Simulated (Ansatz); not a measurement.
**C₂H₆FNO: small, medium and large basis sets**

Aim: see how fast density functionals converge with the basis set for C₂H₆FNO.

The runs use Ansatz 0.2.0, Gaussian basis; one geometry, several basis sets.

Levels to be run: PBE0-D4/def2-SVP; ωB97M-V/def2-SVP; PBE0-D4/def2-QZVPP; ωB97M-V/def2-QZVPP; the functionals' def2-TZVPP values are taken from earlier runs.

## 1. The geometry

An earlier PBE0-D4 in a triple-zeta def2 set relaxation fixed the geometry.

SMILES `COC(N)F`, 11 atoms, charge 0, spin multiplicity 1.

Atoms are counted from 1 here; the program's logs count them from 0.

Bond lengths: C1–O2 1.412 Å, C1–H6 1.097 Å, C1–H7 1.093 Å, C1–H8 1.089 Å, O2–C3 1.363 Å, C3–N4 1.400 Å, C3–F5 1.414 Å, C3–H9 1.098 Å, N4–H10 1.010 Å, N4–H11 1.012 Å. Angles: O2–C1–H6 110.9°, O2–C1–H7 111.4°, O2–C1–H8 106.7°, H6–C1–H7 109.2°, H6–C1–H8 109.1°, H7–C1–H8 109.6°, C1–O2–C3 114.2°, O2–C3–N4 108.4°, O2–C3–F5 108.4°, O2–C3–H9 112.7°, N4–C3–F5 112.2°, N4–C3–H9 111.3°, F5–C3–H9 103.8°, C3–N4–H10 111.3°, C3–N4–H11 110.6°, H10–N4–H11 110.0°.

## 2. PBE0-D4 in def2-SVP

File in.yaml:

```yaml
crystal:
  periodic: [false, false, false]
  atoms:
    - {symbol: C, position_ang: [-1.581368, 0.362376, 0.406793]}
    - {symbol: O, position_ang: [-0.555684, -0.548677, 0.073699]}
    - {symbol: C, position_ang: [0.680174, 0.016874, -0.033938]}
    - {symbol: N, position_ang: [1.616981, -1.003353, -0.239429]}
    - {symbol: F, position_ang: [0.656172, 0.942878, -1.102567]}
    - {symbol: H, position_ang: [-1.346685, 0.891060, 1.338696]}
    - {symbol: H, position_ang: [-1.739989, 1.092627, -0.390365]}
    - {symbol: H, position_ang: [-2.486778, -0.225089, 0.549146]}
    - {symbol: H, position_ang: [0.943164, 0.629547, 0.838877]}
    - {symbol: H, position_ang: [2.539428, -0.626268, -0.402777]}
    - {symbol: H, position_ang: [1.339882, -1.588976, -1.017333]}
basis:
  gaussian: {orbitals: def2-SVP}
hamiltonian: {xc: pbe0, dispersion: d4}
output: {orbitals: {seedname: orbitals}}
```

Run with:

```bash
$ ansatz run in.yaml --threads 4 --pin off --events-out ev --progress --plain --max-ram 10444MiB
```

After this run come: ωB97M-V in def2-SVP; PBE0-D4 in def2-QZVPP; ωB97M-V in def2-QZVPP.

**Question.** What will the summary of the whole plan be? Wanted: PBE0-D4: double and triple zeta above quadruple; ωB97M-V: double and triple zeta above quadruple.

**Answer**, as computed:

```
                                       quantity           value
PBE0-D4: double and triple zeta above quadruple  10.42, 0.47 eV
ωB97M-V: double and triple zeta above quadruple  10.72, 0.45 eV
```

In words: PBE0-D4 gains 9.95 eV from double to triple zeta, then 0.47 eV more. Total energies overstate the basis error of differences, where much of it tends to cancel. The LUMO of ωB97M-V is positive and keeps falling with the basis (3.83 to 2.02 eV): an unbound level that the basis holds in place.
